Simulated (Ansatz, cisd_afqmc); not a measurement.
System: CH3, charge 0, doublet. CH3 (SMILES [CH3], doublet).
NHTBH set geometry:
```xyz
4

C      0.0000     0.0000     0.0000
H      1.0773     0.0000     0.0000
H     -0.5387     0.9330     0.0000
H     -0.5387    -0.9330     0.0000
```
Charge 0, spin multiplicity 2.

Total energies in aug-cc-pVDZ, 7 correlated electrons, 1 frozen orbitals. Open shells are spin-unrestricted; no spin-orbit coupling. Cores are frozen in correlated methods. No relativity. AFQMC/CISD: phaseless, guided by CISD from CCSD amplitudes; bars are statistical, one sigma. Outlying blocks are dropped, and bars are widened where a walk drifts. Over all cases where full CI ran beside it in this data, AFQMC minus full CI had a median of +0.1 mEh and passed +0.4 mEh in a tenth of the cases.

| method | program | energy (Eh) | minus CCSDTQ (mEh) |
|---|---|---|---|
| HF | Ansatz | -39.56580 | 159.01 |
| MP2 | Ansatz | -39.69804 | 26.78 |
| CCSD | Ansatz | -39.72093 | 3.88 |
| CCSD(T) | Ansatz | -39.72420 | 0.61 |
| CCSDT(Q) | Ansatz | -39.72481 | 0.01 |
| CCSDTQ | Ansatz | -39.72481 | 0.00 |
| AFQMC/CISD | cisd_afqmc | -39.7247 ± 0.0001 | 0.1 ± 0.1 |

Rough core times of Ansatz's runs on a shared machine: CCSD(T) under 20 s, CCSDT(Q) 30 s, CCSDTQ 10 min.

Ansatz is a program for electronic structure.
